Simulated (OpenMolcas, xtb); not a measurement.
CH5AlO (SMILES [CH3][AlH][OH]): methods side by side

CH5AlO: 8 atoms, total charge 0, spin state singlet. As SMILES, `[CH3][AlH][OH]`. Geometry: relaxed at PBE0-D4/def2-TZVP. This is one conformer, not always the lowest.

```xyz
8

C    -0.7779    0.9822   -0.0709
Al    0.5797   -0.3942   -0.2399
O     0.5446   -1.6764    0.8768
H    -0.3251    1.9545    0.1493
H    -1.4914    0.7554    0.7243
H    -1.3357    1.1050   -1.0048
H     1.7168   -0.3945   -1.3502
H     1.1812   -2.3891    0.8595
```

Each level gives the energy change with the C1–H4 bond stretched from 1.095 to 1.259 Å (eV). The values are calculated.

```json
{"level": "GFN0-xTB", "kind": "semi-empirical", "program": "xtb", "value (eV)": "0.30", "less CCSD(T)/aug-cc-pVDZ": "+0.03"}
{"level": "HF/aug-cc-pVDZ (restricted)", "kind": "Hartree–Fock", "program": "OpenMolcas", "value (eV)": "0.35", "less CCSD(T)/aug-cc-pVDZ": "+0.08"}
{"level": "SVWN5/aug-cc-pVDZ (restricted)", "kind": "LDA", "program": "OpenMolcas", "value (eV)": "0.26", "less CCSD(T)/aug-cc-pVDZ": "-0.01"}
{"level": "BLYP/aug-cc-pVDZ (restricted)", "kind": "GGA", "program": "OpenMolcas", "value (eV)": "0.26", "less CCSD(T)/aug-cc-pVDZ": "-0.01"}
{"level": "TPSS/aug-cc-pVDZ (restricted)", "kind": "meta-GGA", "program": "OpenMolcas", "value (eV)": "0.27", "less CCSD(T)/aug-cc-pVDZ": "0.00"}
{"level": "PBE0/aug-cc-pVDZ (restricted)", "kind": "global hybrid", "program": "OpenMolcas", "value (eV)": "0.30", "less CCSD(T)/aug-cc-pVDZ": "+0.03"}
{"level": "B2PLYP/aug-cc-pVDZ (restricted)", "kind": "double hybrid", "program": "OpenMolcas", "value (eV)": "0.30", "less CCSD(T)/aug-cc-pVDZ": "+0.03"}
{"level": "MP2/aug-cc-pVDZ (restricted)", "kind": "perturbation theory", "program": "OpenMolcas", "value (eV)": "0.30", "less CCSD(T)/aug-cc-pVDZ": "+0.03"}
{"level": "CCSD(T)/aug-cc-pVDZ (Cholesky decomposition) (restricted)", "kind": "coupled cluster or CI", "program": "OpenMolcas", "value (eV)": "0.27", "less CCSD(T)/aug-cc-pVDZ": "0.00"}
```

Differences are taken from CCSD(T)/aug-cc-pVDZ (Cholesky decomposition) (restricted) for orientation; it has basis-set and higher-order errors of its own. The first shape isn't each level's own minimum. The values span 0.26 to 0.35 eV.
